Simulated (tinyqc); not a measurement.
RHF in the sto-6g basis, for H2O, spin multiplicity 1, step by step (part 1 of 2). Computed by tinyqc, a small Python program that keeps every step (integrals from PySCF). Settings: charge = 0, multiplicity = 1, basis = sto-6g, energy threshold = 1e-08, iteration cap = 77, orthogonalisation = symmetric, start = Wolfsberg-Helmholz matrix, DIIS depth = 0, method = RHF. Command: `OMP_NUM_THREADS=1 python tinyqc.py 29594 29595 out.jsonl` (the two numbers bound the seeds that draw the settings). One thread of a shared host (Intel(R) Xeon(R) Processor @ 2.60GHz), about 0.1 s of CPU time with the checks. Later iterations appear only in the table of the cycle.

## One-electron integrals

Geometry (angstrom):
```
atom         x          y         z
O     0.000000   0.000000  0.000000
H     0.000000   0.814000  0.549000
H     0.000000  -0.878000  0.592000
```

Basis sto-6g: exponents (1/bohr^2) and contraction coefficients of normalised primitives:
```
element  l (shell)     exponent  coefficient
O            s (1)  1355.584234     0.009164
O            s (1)   248.544885     0.049361
O            s (1)    69.533902     0.168538
O            s (1)    23.886772     0.370563
O            s (1)     9.275933     0.416492
O            s (1)     3.820341     0.130334
O            s (2)    52.187762    -0.013253
O            s (2)    10.329320    -0.046992
O            s (2)     3.210345    -0.033785
O            s (2)     1.235135     0.250242
O            s (2)     0.536420     0.595117
O            s (2)     0.245881     0.240706
O            p (3)    52.187762     0.003760
O            p (3)    10.329320     0.037679
O            p (3)     3.210345     0.173897
O            p (3)     1.235135     0.418036
O            p (3)     0.536420     0.425860
O            p (3)     0.245881     0.101708
H            s (1)    35.523221     0.009164
H            s (1)     6.513144     0.049361
H            s (1)     1.822143     0.168538
H            s (1)     0.625955     0.370563
H            s (1)     0.243077     0.416492
H            s (1)     0.100112     0.130334
```

Overlap, kinetic and nuclear-attraction integrals over the contracted functions; the nuclear repulsion is the sum of Za Zb / Rab.

nuclear repulsion = 8.62219725 hartree

overlap S, order 1O 1s, 1O 2s, 1O 2px, 1O 2py, 1O 2pz, 2H 1s, 3H 1s:
$$\begin{pmatrix}
1.000000 & 0.231145 & 0.000000 & 0.000000 & 0.000000 & 0.052386 & 0.043872 \\
0.231145 & 1.000000 & 0.000000 & 0.000000 & 0.000000 & 0.460807 & 0.412705 \\
0.000000 & 0.000000 & 1.000000 & 0.000000 & 0.000000 & 0.000000 & 0.000000 \\
0.000000 & 0.000000 & 0.000000 & 1.000000 & 0.000000 & 0.318389 & -0.294889 \\
0.000000 & 0.000000 & 0.000000 & 0.000000 & 1.000000 & 0.214737 & 0.198831 \\
0.052386 & 0.460807 & 0.000000 & 0.318389 & 0.214737 & 1.000000 & 0.193447 \\
0.043872 & 0.412705 & 0.000000 & -0.294889 & 0.198831 & 0.193447 & 1.000000
\end{pmatrix}$$

kinetic energy T (hartree), order 1O 1s, 1O 2s, 1O 2px, 1O 2py, 1O 2pz, 2H 1s, 3H 1s:
$$\begin{pmatrix}
29.327197 & -0.896024 & 0.000000 & 0.000000 & 0.000000 & -0.003284 & -0.005205 \\
-0.896024 & 0.842618 & 0.000000 & 0.000000 & 0.000000 & 0.116354 & 0.084204 \\
0.000000 & 0.000000 & 2.531309 & 0.000000 & 0.000000 & 0.000000 & 0.000000 \\
0.000000 & 0.000000 & 0.000000 & 2.531309 & 0.000000 & 0.218397 & -0.174623 \\
0.000000 & 0.000000 & 0.000000 & 0.000000 & 2.531309 & 0.147297 & 0.117741 \\
-0.003284 & 0.116354 & 0.000000 & 0.218397 & 0.147297 & 0.768522 & -0.003989 \\
-0.005205 & 0.084204 & 0.000000 & -0.174623 & 0.117741 & -0.003989 & 0.768522
\end{pmatrix}$$

nuclear attraction V (hartree), order 1O 1s, 1O 2s, 1O 2px, 1O 2py, 1O 2pz, 2H 1s, 3H 1s:
$$\begin{pmatrix}
-62.297008 & -6.391370 & 0.000000 & -0.001815 & -0.016230 & -1.659696 & -1.387281 \\
-6.391370 & -10.029209 & 0.000000 & -0.017712 & -0.183950 & -3.681112 & -3.218244 \\
0.000000 & 0.000000 & -9.956200 & 0.000000 & 0.000000 & 0.000000 & 0.000000 \\
-0.001815 & -0.017712 & 0.000000 & -10.105917 & -0.008964 & -2.276490 & 2.039414 \\
-0.016230 & -0.183950 & 0.000000 & -0.008964 & -10.024286 & -1.587941 & -1.425614 \\
-1.659696 & -3.681112 & 0.000000 & -2.276490 & -1.587941 & -5.720579 & -1.207064 \\
-1.387281 & -3.218244 & 0.000000 & 2.039414 & -1.425614 & -1.207064 & -5.452137
\end{pmatrix}$$

core Hamiltonian H = T + V (hartree), order 1O 1s, 1O 2s, 1O 2px, 1O 2py, 1O 2pz, 2H 1s, 3H 1s:
$$\begin{pmatrix}
-32.969811 & -7.287394 & 0.000000 & -0.001815 & -0.016230 & -1.662980 & -1.392486 \\
-7.287394 & -9.186591 & 0.000000 & -0.017712 & -0.183950 & -3.564759 & -3.134039 \\
0.000000 & 0.000000 & -7.424891 & 0.000000 & 0.000000 & 0.000000 & 0.000000 \\
-0.001815 & -0.017712 & 0.000000 & -7.574609 & -0.008964 & -2.058093 & 1.864792 \\
-0.016230 & -0.183950 & 0.000000 & -0.008964 & -7.492977 & -1.440644 & -1.307873 \\
-1.662980 & -3.564759 & 0.000000 & -2.058093 & -1.440644 & -4.952057 & -1.211053 \\
-1.392486 & -3.134039 & 0.000000 & 1.864792 & -1.307873 & -1.211053 & -4.683615
\end{pmatrix}$$

## Two-electron integrals

Functions are numbered as in S; the eight-fold symmetry (ij|kl) = (ji|kl) = (kl|ij) leaves the list below.

Two-electron integrals (ij|kl) in chemists' order, unique and non-zero (hartree):
```
(11|11) 4.787491    (21|11) 0.675884    (21|21) 0.121505    (22|11) 1.117379
(22|21) 0.249212    (22|22) 0.817383    (31|31) 0.025762    (32|31) 0.039145
(32|32) 0.180664    (33|11) 1.117381    (33|21) 0.249212    (33|22) 0.817382
(33|33) 0.880663    (41|41) 0.025762    (42|41) 0.039145    (42|42) 0.180664
(43|43) 0.047461    (44|11) 1.117381    (44|21) 0.249212    (44|22) 0.817382
(44|33) 0.785741    (44|44) 0.880663    (51|51) 0.025762    (52|51) 0.039145
(52|52) 0.180664    (53|53) 0.047461    (54|54) 0.047461    (55|11) 1.117381
(55|21) 0.249212    (55|22) 0.817382    (55|33) 0.785741    (55|44) 0.785741
(55|55) 0.880663    (61|11) 0.163478    (61|21) 0.028161    (61|22) 0.056469
(61|33) 0.056347    (61|41) 0.001140    (61|42) 0.002223    (61|44) 0.056599
(61|51) 0.000769    (61|52) 0.001499    (61|54) 0.000170    (61|55) 0.056461
(61|61) 0.006653    (62|11) 0.386863    (62|21) 0.087439    (62|22) 0.316225
(62|33) 0.311051    (62|41) 0.005785    (62|42) 0.042178    (62|44) 0.321720
(62|51) 0.003902    (62|52) 0.028447    (62|54) 0.007196    (62|55) 0.315904
(62|61) 0.020359    (62|62) 0.150420    (63|31) 0.009850    (63|32) 0.054989
(63|43) 0.008757    (63|53) 0.005906    (63|63) 0.021614    (64|11) 0.227386
(64|21) 0.052137    (64|22) 0.201126    (64|33) 0.191992    (64|41) 0.012901
(64|42) 0.080517    (64|44) 0.216302    (64|51) 0.002058    (64|52) 0.017217
(64|54) 0.010490    (64|55) 0.195083    (64|61) 0.012713    (64|62) 0.116347
(64|64) 0.110708    (65|11) 0.153360    (65|21) 0.035163    (65|22) 0.135649
(65|33) 0.129488    (65|41) 0.002058    (65|42) 0.017217    (65|44) 0.134072
(65|51) 0.011237    (65|52) 0.066601    (65|54) 0.011849    (65|55) 0.143386
(65|61) 0.008574    (65|62) 0.078470    (65|64) 0.060089    (65|65) 0.062141
(66|11) 0.520448    (66|21) 0.119813    (66|22) 0.494382    (66|33) 0.474472
(66|41) 0.010571    (66|42) 0.104332    (66|44) 0.515527    (66|51) 0.007129
(66|52) 0.070366    (66|54) 0.027689    (66|55) 0.493147    (66|61) 0.028210
(66|62) 0.293841    (66|64) 0.259728    (66|65) 0.175173    (66|66) 0.774999
(71|11) 0.136708    (71|21) 0.023560    (71|22) 0.047279    (71|33) 0.047178
(71|41) -0.000957   (71|42) -0.001871   (71|44) 0.047387    (71|51) 0.000645
(71|52) 0.001261    (71|54) -0.000141   (71|55) 0.047273    (71|61) 0.005474
(71|62) 0.016424    (71|64) 0.009317    (71|65) 0.006917    (71|66) 0.022415
(71|71) 0.004656    (72|11) 0.337870    (72|21) 0.076438    (72|22) 0.278280
(72|33) 0.273619    (72|41) -0.005082   (72|42) -0.037786   (72|44) 0.283231
(72|51) 0.003426    (72|52) 0.025477    (72|54) -0.006481   (72|55) 0.277989
(72|61) 0.017146    (72|62) 0.106345    (72|64) 0.056587    (72|65) 0.054062
(72|66) 0.169833    (72|71) 0.014907    (72|72) 0.118757    (73|31) 0.008419
(73|32) 0.047636    (73|43) -0.007763   (73|53) 0.005234    (73|63) 0.014539
(73|73) 0.016628    (74|11) -0.204475   (74|21) -0.046909   (74|22) -0.182137
(74|33) -0.173979   (74|41) 0.011136    (74|42) 0.070879    (74|44) -0.195656
(74|51) -0.001832   (74|52) -0.015672   (74|54) 0.009381    (74|55) -0.176776
(74|61) -0.010040   (74|62) -0.059005   (74|64) -0.017452   (74|65) -0.029288
(74|66) -0.084476   (74|71) -0.009558   (74|72) -0.094497   (74|74) 0.090975
(75|11) 0.137870    (75|21) 0.031629    (75|22) 0.122808    (75|33) 0.117307
(75|41) -0.001832   (75|42) -0.015672   (75|44) 0.121455    (75|51) 0.009654
(75|52) 0.058203    (75|54) -0.010559   (75|55) 0.129661    (75|61) 0.007413
(75|62) 0.055136    (75|64) 0.028766    (75|65) 0.042109    (75|66) 0.096220
(75|71) 0.006445    (75|72) 0.063716    (75|74) -0.050130   (75|75) 0.050428
(76|11) 0.121166    (76|21) 0.027642    (76|22) 0.107813    (76|33) 0.105557
(76|41) -0.000048   (76|42) -0.000536   (76|44) 0.107871    (76|51) 0.001999
(76|52) 0.017116    (76|54) -0.000128   (76|55) 0.110011    (76|61) 0.006348
(76|62) 0.049727    (76|64) 0.033008    (76|65) 0.029263    (76|66) 0.097976
(76|71) 0.005322    (76|72) 0.044801    (76|74) -0.031140   (76|75) 0.026975
(76|76) 0.020310    (77|11) 0.487094    (77|21) 0.112249    (77|22) 0.467954
(77|33) 0.449442    (77|41) -0.009517   (77|42) -0.097247   (77|44) 0.487620
(77|51) 0.006417    (77|52) 0.065570    (77|54) -0.025742   (77|55) 0.466799
(77|61) 0.025091    (77|62) 0.183118    (77|64) 0.087485    (77|65) 0.101506
(77|66) 0.309436    (77|71) 0.022107    (77|72) 0.255222    (77|74) -0.231731
(77|75) 0.156247    (77|76) 0.097976    (77|77) 0.774999
```

## Orthogonalisation

S = U s U^T; symmetric (Loewdin) form X = U s^(-1/2) U^T, so that X^T S X = 1.

eigenvalues of S: [0.375620, 0.467319, 0.894140, 1.000000, 1.084418, 1.346394, 1.832109]

X, order 1O 1s, 1O 2s, 1O 2px, 1O 2py, 1O 2pz, 2H 1s, 3H 1s:
$$\begin{pmatrix}
1.022646 & -0.136173 & 0.000000 & -0.001091 & -0.007655 & 0.020025 & 0.018178 \\
-0.136173 & 1.206521 & 0.000000 & 0.017538 & 0.086069 & -0.290602 & -0.240445 \\
0.000000 & 0.000000 & 1.000000 & 0.000000 & 0.000000 & 0.000000 & 0.000000 \\
-0.001091 & 0.017538 & 0.000000 & 1.102506 & 0.007041 & -0.225562 & 0.200076 \\
-0.007655 & 0.086069 & 0.000000 & 0.007041 & 1.039913 & -0.133003 & -0.114253 \\
0.020025 & -0.290602 & 0.000000 & -0.225562 & -0.133003 & 1.192130 & -0.066822 \\
0.018178 & -0.240445 & 0.000000 & 0.200076 & -0.114253 & -0.066822 & 1.149196
\end{pmatrix}$$

## Starting guess

The start is the generalised Wolfsberg-Helmholz matrix (K = 1.75) built on H; D = 2 C_occ C_occ^T.

D at the start, order 1O 1s, 1O 2s, 1O 2px, 1O 2py, 1O 2pz, 2H 1s, 3H 1s:
$$\begin{pmatrix}
2.062029 & -0.252226 & 0.000000 & 0.011957 & 0.096419 & -0.145919 & -0.127497 \\
-0.252226 & 1.168954 & 0.000000 & -0.049507 & -0.367055 & 0.376195 & 0.337174 \\
0.000000 & 0.000000 & 2.000000 & 0.000000 & 0.000000 & 0.000000 & 0.000000 \\
0.011957 & -0.049507 & 0.000000 & 1.398247 & -0.016011 & 0.358974 & -0.370689 \\
0.096419 & -0.367055 & 0.000000 & -0.016011 & 1.859826 & 0.117670 & 0.106730 \\
-0.145919 & 0.376195 & 0.000000 & 0.358974 & 0.117670 & 0.258227 & 0.043354 \\
-0.127497 & 0.337174 & 0.000000 & -0.370689 & 0.106730 & 0.043354 & 0.213819
\end{pmatrix}$$

## Iteration 1: building the Fock matrix

J_ij = sum D_kl (ij|kl), K_ij = sum D_kl (ik|jl); F = H + J - 0.5 K; E = tr D H + tr D J / 2 - 0.25 tr D K + E_nn.

Coulomb J (hartree), order 1O 1s, 1O 2s, 1O 2px, 1O 2py, 1O 2pz, 2H 1s, 3H 1s:
$$\begin{pmatrix}
17.778189 & 3.181773 & 0.000000 & -0.000633 & -0.007984 & 0.741503 & 0.620559 \\
3.181773 & 8.403372 & 0.000000 & 0.001196 & -0.001502 & 3.209954 & 2.820107 \\
0.000000 & 0.000000 & 8.395347 & 0.000000 & 0.000000 & 0.000000 & 0.000000 \\
-0.000633 & 0.001196 & 0.000000 & 8.407064 & 0.002256 & 2.027642 & -1.831472 \\
-0.007984 & -0.001502 & 0.000000 & 0.002256 & 8.407703 & 1.370589 & 1.238187 \\
0.741503 & 3.209954 & 0.000000 & 2.027642 & 1.370589 & 5.023656 & 1.088211 \\
0.620559 & 2.820107 & 0.000000 & -1.831472 & 1.238187 & 1.088211 & 4.749868
\end{pmatrix}$$

exchange K (hartree), order 1O 1s, 1O 2s, 1O 2px, 1O 2py, 1O 2pz, 2H 1s, 3H 1s:
$$\begin{pmatrix}
9.768025 & 1.584054 & 0.000000 & 0.000756 & 0.008895 & 0.385508 & 0.323274 \\
1.584054 & 2.554715 & 0.000000 & -0.007038 & -0.100487 & 1.136350 & 1.009892 \\
0.000000 & 0.000000 & 2.253943 & 0.000000 & 0.000000 & 0.000000 & 0.000000 \\
0.000756 & -0.007038 & 0.000000 & 2.112260 & 0.001437 & 0.678970 & -0.631929 \\
0.008895 & -0.100487 & 0.000000 & 0.001437 & 2.235583 & 0.424034 & 0.385455 \\
0.385508 & 1.136350 & 0.000000 & 0.678970 & 0.424034 & 1.090989 & 0.372576 \\
0.323274 & 1.009892 & 0.000000 & -0.631929 & 0.385455 & 0.372576 & 0.927574
\end{pmatrix}$$

Fock matrix F (hartree), order 1O 1s, 1O 2s, 1O 2px, 1O 2py, 1O 2pz, 2H 1s, 3H 1s:
$$\begin{pmatrix}
-20.075634 & -4.897648 & 0.000000 & -0.002826 & -0.028662 & -1.114231 & -0.933564 \\
-4.897648 & -2.060576 & 0.000000 & -0.012997 & -0.135208 & -0.922979 & -0.818879 \\
0.000000 & 0.000000 & -0.156516 & 0.000000 & 0.000000 & 0.000000 & 0.000000 \\
-0.002826 & -0.012997 & 0.000000 & -0.223674 & -0.007426 & -0.369937 & 0.349285 \\
-0.028662 & -0.135208 & 0.000000 & -0.007426 & -0.203066 & -0.282072 & -0.262414 \\
-1.114231 & -0.922979 & 0.000000 & -0.369937 & -0.282072 & -0.473895 & -0.309130 \\
-0.933564 & -0.818879 & 0.000000 & 0.349285 & -0.262414 & -0.309130 & -0.397534
\end{pmatrix}$$

total energy of this density = -75.33581747 hartree

## Iteration 1: diagonalisation and new density

Diagonalise F' = X^T F X, C = X C', fill 5 alpha and 5 beta electrons from the bottom; D = 2 C_occ C_occ^T. Each column has its largest component positive (the first on a tie).

F' = X^T F X (hartree):
$$\begin{pmatrix}
-19.740825 & -2.531113 & 0.000000 & -0.003551 & -0.043736 & -0.178530 & -0.129277 \\
-2.531113 & -0.899432 & 0.000000 & 0.020363 & 0.052424 & -0.536639 & -0.457981 \\
0.000000 & 0.000000 & -0.156516 & 0.000000 & 0.000000 & 0.000000 & 0.000000 \\
-0.003551 & 0.020363 & 0.000000 & 0.054532 & 0.007715 & -0.455141 & 0.420932 \\
-0.043736 & 0.052424 & 0.000000 & 0.007715 & -0.102587 & -0.264871 & -0.233998 \\
-0.178530 & -0.536639 & 0.000000 & -0.455141 & -0.264871 & 0.072796 & -0.111107 \\
-0.129277 & -0.457981 & 0.000000 & 0.420932 & -0.233998 & -0.111107 & 0.041762
\end{pmatrix}$$

orbital energies (hartree): MO1 -20.079836, MO2 -1.051421, MO3 -0.509882, MO4 -0.235277, MO5 -0.156516, MO6 0.551883, MO7 0.750778

coefficients C, order 1O 1s, 1O 2s, 1O 2px, 1O 2py, 1O 2pz, 2H 1s, 3H 1s:
$$\begin{pmatrix}
0.996170 & -0.207761 & 0.006379 & 0.099405 & 0.000000 & 0.132996 & 0.044825 \\
0.017842 & 0.752531 & -0.037661 & -0.497438 & 0.000000 & -0.843480 & -0.311885 \\
0.000000 & 0.000000 & 0.000000 & 0.000000 & 1.000000 & 0.000000 & 0.000000 \\
0.000475 & 0.012724 & 0.611717 & -0.002096 & 0.000000 & 0.259604 & -0.930068 \\
0.003180 & 0.142489 & 0.002671 & 0.835514 & 0.000000 & -0.603605 & -0.192186 \\
-0.004529 & 0.243679 & 0.420627 & 0.198986 & 0.000000 & 0.537676 & 1.006995 \\
-0.003752 & 0.211326 & -0.443428 & 0.209899 & 0.000000 & 0.936767 & -0.522928
\end{pmatrix}$$

D after iteration 1, order 1O 1s, 1O 2s, 1O 2px, 1O 2py, 1O 2pz, 2H 1s, 3H 1s:
$$\begin{pmatrix}
2.090884 & -0.376522 & 0.000000 & 0.003048 & 0.113271 & -0.065350 & -0.059214 \\
-0.376522 & 1.630968 & 0.000000 & -0.024823 & -0.616866 & 0.136941 & 0.142501 \\
0.000000 & 0.000000 & 2.000000 & 0.000000 & 0.000000 & 0.000000 & 0.000000 \\
0.003048 & -0.024823 & 0.000000 & 0.748728 & 0.003394 & 0.519972 & -0.538011 \\
0.113271 & -0.616866 & 0.000000 & 0.003394 & 1.436809 & 0.404173 & 0.408577 \\
-0.065350 & 0.136941 & 0.000000 & 0.519972 & 0.404173 & 0.551845 & -0.186477 \\
-0.059214 & 0.142501 & 0.000000 & -0.538011 & 0.408577 & -0.186477 & 0.570718
\end{pmatrix}$$

## Iteration 2: building the Fock matrix

As before.

Coulomb J (hartree), order 1O 1s, 1O 2s, 1O 2px, 1O 2py, 1O 2pz, 2H 1s, 3H 1s:
$$\begin{pmatrix}
17.378188 & 3.089339 & 0.000000 & 0.000334 & -0.012655 & 0.720599 & 0.602958 \\
3.089339 & 8.170719 & 0.000000 & 0.002834 & 0.006719 & 3.147436 & 2.770547 \\
0.000000 & 0.000000 & 8.176950 & 0.000000 & 0.000000 & 0.000000 & 0.000000 \\
0.000334 & 0.002834 & 0.000000 & 8.163063 & 0.002840 & 1.997981 & -1.810767 \\
-0.012655 & 0.006719 & 0.000000 & 0.002840 & 8.172143 & 1.357701 & 1.230512 \\
0.720599 & 3.147436 & 0.000000 & 1.997981 & 1.357701 & 5.029164 & 1.078544 \\
0.602958 & 2.770547 & 0.000000 & -1.810767 & 1.230512 & 1.078544 & 4.800556
\end{pmatrix}$$

exchange K (hartree), order 1O 1s, 1O 2s, 1O 2px, 1O 2py, 1O 2pz, 2H 1s, 3H 1s:
$$\begin{pmatrix}
9.791637 & 1.531325 & 0.000000 & 0.000491 & 0.001619 & 0.380177 & 0.319569 \\
1.531325 & 2.540582 & 0.000000 & 0.007554 & -0.168149 & 1.111191 & 0.993321 \\
0.000000 & 0.000000 & 2.252958 & 0.000000 & 0.000000 & 0.000000 & 0.000000 \\
0.000491 & 0.007554 & 0.000000 & 1.751927 & 0.019545 & 0.696962 & -0.660295 \\
0.001619 & -0.168149 & 0.000000 & 0.019545 & 2.039974 & 0.478049 & 0.450422 \\
0.380177 & 1.111191 & 0.000000 & 0.696962 & 0.478049 & 1.252194 & 0.336577 \\
0.319569 & 0.993321 & 0.000000 & -0.660295 & 0.450422 & 0.336577 & 1.158287
\end{pmatrix}$$

Fock matrix F (hartree), order 1O 1s, 1O 2s, 1O 2px, 1O 2py, 1O 2pz, 2H 1s, 3H 1s:
$$\begin{pmatrix}
-20.487442 & -4.963717 & 0.000000 & -0.001726 & -0.029695 & -1.132469 & -0.949312 \\
-4.963717 & -2.286162 & 0.000000 & -0.018655 & -0.093156 & -0.972918 & -0.860153 \\
0.000000 & 0.000000 & -0.374420 & 0.000000 & 0.000000 & 0.000000 & 0.000000 \\
-0.001726 & -0.018655 & 0.000000 & -0.287509 & -0.015895 & -0.408593 & 0.384173 \\
-0.029695 & -0.093156 & 0.000000 & -0.015895 & -0.340822 & -0.321967 & -0.302573 \\
-1.132469 & -0.972918 & 0.000000 & -0.408593 & -0.321967 & -0.548990 & -0.300798 \\
-0.949312 & -0.860153 & 0.000000 & 0.384173 & -0.302573 & -0.300798 & -0.462203
\end{pmatrix}$$

total energy of this density = -75.64771920 hartree

## Iteration 2: diagonalisation and new density

As before.

F' = X^T F X (hartree):
$$\begin{pmatrix}
-20.158063 & -2.516008 & 0.000000 & -0.001097 & -0.048457 & -0.189526 & -0.138257 \\
-2.516008 & -1.154962 & 0.000000 & 0.012094 & 0.104634 & -0.522869 & -0.449890 \\
0.000000 & 0.000000 & -0.374420 & 0.000000 & 0.000000 & 0.000000 & 0.000000 \\
-0.001097 & 0.012094 & 0.000000 & 0.004096 & -0.001461 & -0.471112 & 0.440327 \\
-0.048457 & 0.104634 & 0.000000 & -0.001461 & -0.225191 & -0.297543 & -0.271539 \\
-0.189526 & -0.522869 & 0.000000 & -0.471112 & -0.297543 & 0.008270 & -0.083040 \\
-0.138257 & -0.449890 & 0.000000 & 0.440327 & -0.271539 & -0.083040 & -0.011354
\end{pmatrix}$$

orbital energies (hartree): MO1 -20.490689, MO2 -1.219374, MO3 -0.602112, MO4 -0.432421, MO5 -0.374420, MO6 0.509184, MO7 0.698209

coefficients C, order 1O 1s, 1O 2s, 1O 2px, 1O 2py, 1O 2pz, 2H 1s, 3H 1s:
$$\begin{pmatrix}
0.996663 & -0.220560 & 0.010370 & 0.087300 & 0.000000 & 0.120152 & 0.031451 \\
0.015528 & 0.834844 & -0.058853 & -0.473767 & 0.000000 & -0.801742 & -0.237278 \\
0.000000 & 0.000000 & 0.000000 & 0.000000 & 1.000000 & 0.000000 & 0.000000 \\
0.000365 & 0.018018 & 0.595852 & -0.020670 & 0.000000 & 0.196716 & -0.955143 \\
0.002891 & 0.104766 & 0.030798 & 0.811626 & 0.000000 & -0.651795 & -0.155474 \\
-0.003770 & 0.185352 & 0.442444 & 0.240598 & 0.000000 & 0.605777 & 0.961289 \\
-0.003136 & 0.156202 & -0.445689 & 0.282053 & 0.000000 & 0.893345 & -0.579377
\end{pmatrix}$$

D after iteration 2, order 1O 1s, 1O 2s, 1O 2px, 1O 2py, 1O 2pz, 2H 1s, 3H 1s:
$$\begin{pmatrix}
2.099427 & -0.421255 & 0.000000 & 0.001528 & 0.101897 & -0.038093 & -0.035153 \\
-0.421255 & 1.850248 & 0.000000 & -0.020453 & -0.597652 & 0.029309 & 0.045917 \\
0.000000 & 0.000000 & 2.000000 & 0.000000 & 0.000000 & 0.000000 & 0.000000 \\
0.001528 & -0.020453 & 0.000000 & 0.711582 & 0.006927 & 0.523993 & -0.537163 \\
0.101897 & -0.597652 & 0.000000 & 0.006927 & 1.341341 & 0.456621 & 0.463101 \\
-0.038093 & 0.029309 & 0.000000 & 0.523993 & 0.456621 & 0.576028 & -0.200734 \\
-0.035153 & 0.045917 & 0.000000 & -0.537163 & 0.463101 & -0.200734 & 0.605203
\end{pmatrix}$$
